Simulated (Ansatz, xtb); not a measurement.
**C2H3Mg: where a starting geometry ends**

The starting geometry of this gas-phase doublet has its atoms placed at random.

```yaml
atoms:
  - { symbol: C, position_ang: [0.0336, 1.3945, -0.6147] }
  - { symbol: C, position_ang: [1.6318, 0.4004, 0.2434] }
  - { symbol: Mg, position_ang: [-1.2265, -0.7552, -0.4815] }
  - { symbol: H, position_ang: [-1.0329, 0.1189, -1.7407] }
  - { symbol: H, position_ang: [0.0142, -1.1288, 1.1964] }
  - { symbol: H, position_ang: [0.5722, -1.0082, -1.4810] }
```

Question: Guess where an optimisation with r2SCAN-D4/def2-SVP ends from this start.

Answer: It ends as a structure given below by its coordinates. Distances that change by over a tenth: C2–Mg3 (3.17 → 2.64 Å), Mg3–H5 (2.12 → 1.70 Å). Contacts that open: Mg3–H4 (1.55 → 2.99 Å), Mg3–H6 (2.07 → 2.79 Å). Contacts that close: C1–C2 (2.07 → 1.31 Å), C1–Mg3 (2.50 → 2.09 Å), C1–H4 (2.01 → 1.10 Å), C2–H6 (2.47 → 1.10 Å).

The energy falls by 12.77 eV over 31 steps:

| step | E − E(last) (eV) |
| --- | --- |
| 1 | 12.766 |
| 4 | 8.452 |
| 8 | 6.961 |
| 11 | 5.311 |
| 14 | 2.228 |
| 18 | 0.609 |
| 21 | 0.281 |
| 24 | 0.095 |
| 28 | 0.001 |
| 31 | 0.000 |

Final geometry (Å):

```xyz
6

C    -0.3076    0.5679   -1.1052
C     0.9637    0.2972   -1.2766
Mg   -0.7445   -0.8007    0.4119
H    -0.8468    1.3344   -1.6817
H    -0.7837   -1.9888    1.6262
H     1.7114   -0.3885   -0.8527
```

From the same start GFN2-xTB ends elsewhere, differing in C1–H4 (2.47 against 1.10 Å here), C2–Mg3 (3.34 against 2.64 Å here), Mg3–H4 (1.71 against 2.99 Å here).

From so rough a start the end depends on the optimiser's path, so another program may land elsewhere. No frequencies were run, so the end isn't proven a minimum. Open shells are spin-unrestricted. Run with Ansatz 0.2.0, 4.9 min on 1 thread of Arm Neoverse V1 (shared host).
